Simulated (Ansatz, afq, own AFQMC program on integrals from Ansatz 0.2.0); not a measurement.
Atomization energy of Ga₃H, singlet

```xyz
4

Ga    0.0000   -0.5545    1.8607
Ga    0.0000    1.3323   -0.2397
Ga    0.0000   -0.7478   -1.5850
H     0.0000   -2.0676   -2.4951
```

Connectivity, by distances: Ga–Ga–GaH.

Atoms in their ground-state spins without spin–orbit coupling (mostly on UHF) minus the molecule (RHF), without zero-point energy. The geometry is a stationary point, not shown to be a minimum.

Basis cc-pVDZ. Only valence electrons are correlated. AFQMC by an in-house program on the Cholesky factors that Ansatz 0.2.0 writes for its CCSD(T) run. The CISD trial takes its coefficients from CCSD amplitudes. Released means that phaseless walkers are propagated on without the constraint, phases kept. ± is one standard error of the sampling. No spin–orbit coupling. The errors of all members are added in quadrature.

No full CI on the walks' own integrals is used here; CCSDT(Q) serves as the reference and is uncertain by about the last step of the cluster series. Each member takes its own surest rung, up to full CI.

Errors are counted within cc-pVDZ, not against nature.

Cautions: inner d shell frozen; no relativity below Rb; no spin-orbit coupling; Ga₃H (singlet): higher spins were not checked, restricted determinant unstable towards unrestricted (UHF 501 meV lower, ⟨S²⟩ 1.05), raised T1 diagnostic (T1 0.020, weight of the determinant 0.81, largest double 0.10).

Reference (CCSDT(Q)): 108.1 kcal/mol.

```tsv
level	atomization energy (kcal/mol)	error against CCSDT(Q) (kcal/mol)
HF	62.9	-45.3
MP2	103.9	-4.2
CCSD	101.9	-6.2
CCSD(T)	106.6	-1.5
ph-AFQMC/HF	108.3 ± 1.3	0.2 ± 1.3
ph-AFQMC/CISD	107.7 ± 0.4	-0.4 ± 0.4
released AFQMC	108.2 ± 0.6	0.0 ± 0.6
```

Correlation beyond CCSD(T) adds 1.5 kcal/mol. The perturbative (T) step is worth +4.7 kcal/mol.

A walk keeps the symmetry of its determinant, which the program's search chose and which needn't be the lowest solution, so a lower state of the same spin and another symmetry isn't excluded. Released energies are given only where the last usable release times agree within the noise; a slower fall can still hide under it.
